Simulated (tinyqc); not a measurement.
Worked calculation: RHF in the sto-3g basis, for H2F+, spin multiplicity 1. One step of it, computed by the program tinyqc.

Problem. Iteration 1: building the Fock matrix. J_ij = sum D_kl (ij|kl), K_ij = sum D_kl (ik|jl); F = H + J - 0.5 K; E = tr D H + tr D J / 2 - 0.25 tr D K + E_nn.

D at the start:
```
,1F 1s,1F 2s,1F 2px,1F 2py,1F 2pz,2H 1s,3H 1s
1F 1s,1.494712,0.207095,-0.131187,-0.076906,0.285694,-0.845802,0.002158
1F 2s,0.207095,1.030012,-0.591581,0.152553,-0.501696,0.208185,0.084894
1F 2px,-0.131187,-0.591581,1.138351,0.046496,-0.340587,-0.392027,0.817201
1F 2py,-0.076906,0.152553,0.046496,2.299423,0.069668,-0.763510,0.584621
1F 2pz,0.285694,-0.501696,-0.340587,0.069668,1.762122,0.016048,0.088613
2H 1s,-0.845802,0.208185,-0.392027,-0.763510,0.016048,1.038712,-0.231672
3H 1s,0.002158,0.084894,0.817201,0.584621,0.088613,-0.231672,1.674687
```

core Hamiltonian H = T + V (hartree):
```
,1F 1s,1F 2s,1F 2px,1F 2py,1F 2pz,2H 1s,3H 1s
1F 1s,-41.003406,-9.622516,0.000000,0.000000,-0.012444,-1.359347,-1.359347
1F 2s,-9.622516,-11.479538,0.000000,0.000000,-0.153339,-3.170282,-3.170282
1F 2px,0.000000,0.000000,-9.125181,0.000000,0.000000,0.000000,0.000000
1F 2py,0.000000,0.000000,0.000000,-9.228285,0.000000,-1.770203,1.770203
1F 2pz,-0.012444,-0.153339,0.000000,0.000000,-9.176110,-1.283746,-1.283746
2H 1s,-1.359347,-3.170282,0.000000,-1.770203,-1.283746,-5.069911,-1.140299
3H 1s,-1.359347,-3.170282,0.000000,1.770203,-1.283746,-1.140299,-5.069911
```

Two-electron integrals (ij|kl) in chemists' order, unique and non-zero (hartree):
```
i,j,k,l,(ij|kl)
1,1,1,1,5.403501
2,1,1,1,0.841920
2,1,2,1,0.156299
2,2,1,1,1.268028
2,2,2,1,0.292344
2,2,2,2,0.926167
3,1,3,1,0.027998
3,2,3,1,0.043169
3,2,3,2,0.204588
3,3,1,1,1.264502
3,3,2,1,0.292403
3,3,2,2,0.925959
3,3,3,3,0.997514
4,1,4,1,0.027998
4,2,4,1,0.043169
4,2,4,2,0.204588
4,3,4,3,0.053770
4,4,1,1,1.264502
4,4,2,1,0.292403
4,4,2,2,0.925959
4,4,3,3,0.889973
4,4,4,4,0.997514
5,1,5,1,0.027998
5,2,5,1,0.043169
5,2,5,2,0.204588
5,3,5,3,0.053770
5,4,5,4,0.053770
5,5,1,1,1.264502
5,5,2,1,0.292403
5,5,2,2,0.925959
5,5,3,3,0.889973
5,5,4,4,0.889973
5,5,5,5,0.997514
6,1,1,1,0.119546
6,1,2,1,0.022014
6,1,2,2,0.040940
6,1,3,3,0.040876
6,1,4,1,0.000737
6,1,4,2,0.001386
6,1,4,4,0.041008
6,1,5,1,0.000518
6,1,5,2,0.000974
6,1,5,4,0.000093
6,1,5,5,0.040941
6,1,6,1,0.003132
6,2,1,1,0.311517
6,2,2,1,0.072823
6,2,2,2,0.258427
6,2,3,3,0.254594
6,2,4,1,0.004066
6,2,4,2,0.032098
6,2,4,4,0.262121
6,2,5,1,0.002858
6,2,5,2,0.022559
6,2,5,4,0.005290
6,2,5,5,0.258312
6,2,6,1,0.010414
6,2,6,2,0.089756
6,3,3,1,0.007517
6,3,3,2,0.044944
6,3,4,3,0.006709
6,3,5,3,0.004715
6,3,6,3,0.013125
6,4,1,1,0.176472
6,4,2,1,0.041773
6,4,2,2,0.158671
6,4,3,3,0.151947
6,4,4,1,0.009553
6,4,4,2,0.063567
6,4,4,4,0.169763
6,4,5,1,0.001431
6,4,5,2,0.013089
6,4,5,4,0.007807
6,4,5,5,0.154120
6,4,6,1,0.006217
6,4,6,2,0.067624
6,4,6,4,0.063700
6,5,1,1,0.124029
6,5,2,1,0.029359
6,5,2,2,0.111518
6,5,3,3,0.106792
6,5,4,1,0.001431
6,5,4,2,0.013089
6,5,4,4,0.109884
6,5,5,1,0.008523
6,5,5,2,0.054143
6,5,5,4,0.008882
6,5,5,5,0.117749
6,5,6,1,0.004369
6,5,6,2,0.047528
6,5,6,4,0.035545
6,5,6,5,0.038107
6,6,1,1,0.477983
6,6,2,1,0.113561
6,6,2,2,0.465403
6,6,3,3,0.449871
6,6,4,1,0.007719
6,6,4,2,0.086453
6,6,4,4,0.480721
6,6,5,1,0.005425
6,6,5,2,0.060761
6,6,5,4,0.021682
6,6,5,5,0.465110
6,6,6,1,0.016332
6,6,6,2,0.210233
6,6,6,4,0.184219
6,6,6,5,0.129474
6,6,6,6,0.774606
7,1,1,1,0.119546
7,1,2,1,0.022014
7,1,2,2,0.040940
7,1,3,3,0.040876
7,1,4,1,-0.000737
7,1,4,2,-0.001386
7,1,4,4,0.041008
7,1,5,1,0.000518
7,1,5,2,0.000974
7,1,5,4,-0.000093
7,1,5,5,0.040941
7,1,6,1,0.003091
7,1,6,2,0.010129
7,1,6,4,0.005569
7,1,6,5,0.004253
7,1,6,6,0.015770
7,1,7,1,0.003132
7,2,1,1,0.311517
7,2,2,1,0.072823
7,2,2,2,0.258427
7,2,3,3,0.254594
7,2,4,1,-0.004066
7,2,4,2,-0.032098
7,2,4,4,0.262121
7,2,5,1,0.002858
7,2,5,2,0.022559
7,2,5,4,-0.005290
7,2,5,5,0.258312
7,2,6,1,0.010129
7,2,6,2,0.072985
7,2,6,4,0.037920
7,2,6,5,0.037479
7,2,6,6,0.138961
7,2,7,1,0.010414
7,2,7,2,0.089756
7,3,3,1,0.007517
7,3,3,2,0.044944
7,3,4,3,-0.006709
7,3,5,3,0.004715
7,3,6,3,0.010309
7,3,7,3,0.013125
7,4,1,1,-0.176472
7,4,2,1,-0.041773
7,4,2,2,-0.158671
7,4,3,3,-0.151947
7,4,4,1,0.009553
7,4,4,2,0.063567
7,4,4,4,-0.169763
7,4,5,1,-0.001431
7,4,5,2,-0.013089
7,4,5,4,0.007807
7,4,5,5,-0.154120
7,4,6,1,-0.005569
7,4,6,2,-0.037920
7,4,6,4,-0.009751
7,4,6,5,-0.019099
7,4,6,6,-0.065804
7,4,7,1,-0.006217
7,4,7,2,-0.067624
7,4,7,4,0.063700
7,5,1,1,0.124029
7,5,2,1,0.029359
7,5,2,2,0.111518
7,5,3,3,0.106792
7,5,4,1,-0.001431
7,5,4,2,-0.013089
7,5,4,4,0.109884
7,5,5,1,0.008523
7,5,5,2,0.054143
7,5,5,4,-0.008882
7,5,5,5,0.117749
7,5,6,1,0.004253
7,5,6,2,0.037479
7,5,6,4,0.019099
7,5,6,5,0.029331
7,5,6,6,0.078693
7,5,7,1,0.004369
7,5,7,2,0.047528
7,5,7,4,-0.035545
7,5,7,5,0.038107
7,6,1,1,0.103243
7,6,2,1,0.024390
7,6,2,2,0.095110
7,6,3,3,0.093265
7,6,4,4,0.095036
7,6,5,1,0.001487
7,6,5,2,0.014464
7,6,5,5,0.096928
7,6,6,1,0.003454
7,6,6,2,0.033405
7,6,6,4,0.022059
7,6,6,5,0.020220
7,6,6,6,0.085555
7,6,7,1,0.003454
7,6,7,2,0.033405
7,6,7,4,-0.022059
7,6,7,5,0.020220
7,6,7,6,0.015864
7,7,1,1,0.477983
7,7,2,1,0.113561
7,7,2,2,0.465403
7,7,3,3,0.449871
7,7,4,1,-0.007719
7,7,4,2,-0.086453
7,7,4,4,0.480721
7,7,5,1,0.005425
7,7,5,2,0.060761
7,7,5,4,-0.021682
7,7,5,5,0.465110
7,7,6,1,0.015770
7,7,6,2,0.138961
7,7,6,4,0.065804
7,7,6,5,0.078693
7,7,6,6,0.296640
7,7,7,1,0.016332
7,7,7,2,0.210233
7,7,7,4,-0.184219
7,7,7,5,0.129474
7,7,7,6,0.085555
7,7,7,7,0.774606
```

nuclear repulsion = 9.10460109 hartree

Give: Coulomb J; exchange K; Fock matrix F; total energy of this density.

Solution.

Coulomb J (hartree):
```
,1F 1s,1F 2s,1F 2px,1F 2py,1F 2pz,2H 1s,3H 1s
1F 1s,17.087,3.341,-0.052,0.000,-0.015,0.470,0.470
1F 2s,3.341,8.682,-0.215,-0.018,-0.035,2.427,2.461
1F 2px,-0.052,-0.215,8.586,-0.011,-0.033,-0.051,-0.046
1F 2py,0.000,-0.018,-0.011,8.750,-0.009,1.497,-1.550
1F 2pz,-0.015,-0.035,-0.033,-0.009,8.691,1.055,1.082
2H 1s,0.470,2.427,-0.051,1.497,1.055,4.653,0.928
3H 1s,0.470,2.461,-0.046,-1.550,1.082,0.928,4.934
```

exchange K (hartree):
```
,1F 1s,1F 2s,1F 2px,1F 2py,1F 2pz,2H 1s,3H 1s
1F 1s,8.548,1.848,-0.348,-0.206,0.118,0.015,0.347
1F 2s,1.848,2.529,-0.585,0.029,-0.340,0.755,0.879
1F 2px,-0.348,-0.585,1.652,-0.148,-0.274,-0.311,0.109
1F 2py,-0.206,0.029,-0.148,2.463,0.011,0.309,-0.443
1F 2pz,0.118,-0.340,-0.274,0.011,2.321,0.278,0.357
2H 1s,0.015,0.755,-0.311,0.309,0.278,0.919,0.353
3H 1s,0.347,0.879,0.109,-0.443,0.357,0.353,1.420
```

Fock matrix F (hartree):
```
,1F 1s,1F 2s,1F 2px,1F 2py,1F 2pz,2H 1s,3H 1s
1F 1s,-28.191,-7.206,0.122,0.103,-0.086,-0.897,-1.063
1F 2s,-7.206,-4.062,0.078,-0.033,-0.018,-1.121,-1.149
1F 2px,0.122,0.078,-1.366,0.063,0.104,0.104,-0.100
1F 2py,0.103,-0.033,0.063,-1.709,-0.015,-0.427,0.442
1F 2pz,-0.086,-0.018,0.104,-0.015,-1.646,-0.367,-0.380
2H 1s,-0.897,-1.121,0.104,-0.427,-0.367,-0.876,-0.389
3H 1s,-1.063,-1.149,-0.100,0.442,-0.380,-0.389,-0.846
```

total energy of this density = -86.59815 hartree
